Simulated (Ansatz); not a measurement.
# CH₄MgS: up Jacob's ladder to CCSD(T)

An exercise on one series of results from a longer session: the logs are not shown, and one member is left open.

Program: Ansatz 0.2.0, Gaussian basis. Level of theory: functionals in def2-TZVPP, the program's frozen cores in correlated methods. These are calculated values, not measurements.

Levels to be run: LDA (SPW92), PBE-D4, revPBE-D4, BLYP-D4, r2SCAN-D4, B97M-V, PBE0-D4, B3LYP-D4, r2SCANh-D4, r2SCAN0-D4, HSE06-D4, BHLYP-D4, CAM-B3LYP-D4, LC-ωPBE, ωB97X-V, ωB97M-V, B2PLYP, PBE-QIDH; CCSD(T)/def2-SVP; CCSD(T)/def2-TZVPP; CCSD(T)/def2-QZVPP; extrapolation to the limit; RPA on PBE.

### The relaxed structure

The geometry comes from an earlier relaxation with PBE0-D4 in a triple-zeta def2 set; it is a stationary point, not always the lowest conformer.

SMILES `C[S][MgH]`, 7 atoms, charge 0, spin multiplicity 1.

Atoms are counted from 1 here; the program's logs count them from 0.

Bond lengths: C1–S2 1.827 Å, C1–H4 1.090 Å, C1–H5 1.090 Å, C1–H6 1.090 Å, S2–Mg3 2.293 Å, Mg3–H7 1.696 Å. Angles: S2–C1–H4 112.0°, S2–C1–H5 112.0°, S2–C1–H6 107.0°, H4–C1–H5 109.6°, H4–C1–H6 108.1°, H5–C1–H6 108.1°, C1–S2–Mg3 103.6°, S2–Mg3–H7 179.9°.

The first run:

Contents of in.yaml:

```yaml
crystal:
  periodic: [false, false, false]
  atoms:
    - {symbol: C, position_ang: [-0.843840, 0.824049, -0.114073]}
    - {symbol: S, position_ang: [-0.311369, -0.283124, 1.238437]}
    - {symbol: Mg, position_ang: [1.426638, -1.463358, 0.319100]}
    - {symbol: H, position_ang: [-1.196799, 0.266899, -0.981838]}
    - {symbol: H, position_ang: [-0.051212, 1.508142, -0.417015]}
    - {symbol: H, position_ang: [-1.674758, 1.417401, 0.267410]}
    - {symbol: H, position_ang: [2.712641, -2.338009, -0.357721]}
basis:
  gaussian: {orbitals: def2-TZVPP}
hamiltonian: {xc: lda}
output: {orbitals: {seedname: orbitals}}
```

Started as:

```console
$ ansatz run in.yaml --threads 2 --pin off --events-out ev --progress --plain --max-ram 32768MiB --backend cpu
```

Among the steps run: LDA; PBE-D4 (GGA); revPBE-D4 (GGA); BLYP-D4 (GGA); r2SCAN-D4 (meta-GGA); B97M-V (meta-GGA); PBE0-D4 (hybrid); B3LYP-D4 (hybrid); r2SCANh-D4 (hybrid); r2SCAN0-D4 (hybrid); HSE06-D4 (hybrid); BHLYP-D4 (hybrid); CAM-B3LYP-D4 (range-separated); LC-ωPBE (range-separated); ωB97X-V (range-separated); ωB97M-V (range-separated); B2PLYP (double hybrid); PBE-QIDH (double hybrid).

One of the session's tables, all rows but one given; the rest of the session is left out.

It belongs to the step «Orbital energies across the functionals». 

| functional | HOMO (eV) | gap (eV) |
| --- | --- | --- |
| LDA (SPW92) | -5.42 | 3.77 |
| PBE-D4 | -5.30 | 3.87 |
| revPBE-D4 | -5.25 | 3.93 |
| BLYP-D4 | -5.15 | 3.78 |
| r2SCAN-D4 | ? | ? |
| B97M-V | -5.60 | 4.22 |
| PBE0-D4 | -6.45 | 5.70 |
| B3LYP-D4 | -6.22 | 5.24 |
| r2SCANh-D4 | -5.96 | 5.13 |
| r2SCAN0-D4 | -6.61 | 6.09 |
| HSE06-D4 | -6.05 | 4.94 |
| BHLYP-D4 | -7.47 | 7.33 |
| CAM-B3LYP-D4 | -7.75 | 7.77 |
| LC-ωPBE | -9.13 | 10.20 |
| ωB97X-V | -8.78 | 9.70 |
| ωB97M-V | -8.63 | 9.20 |

Q: Estimate the row for r2SCAN-D4 from the others.

Worked estimate for «HOMO (eV)». Against the share of exact exchange, r2SCANh-D4 (0.1, -5.96), r2SCAN0-D4 (0.25, -6.61) give a slope of -4.33 per unit share; at 0 the line stands at -5.53.

As computed: HOMO (eV): -5.54; gap (eV): 4.49. In «HOMO (eV)» the line misses by +0.01.
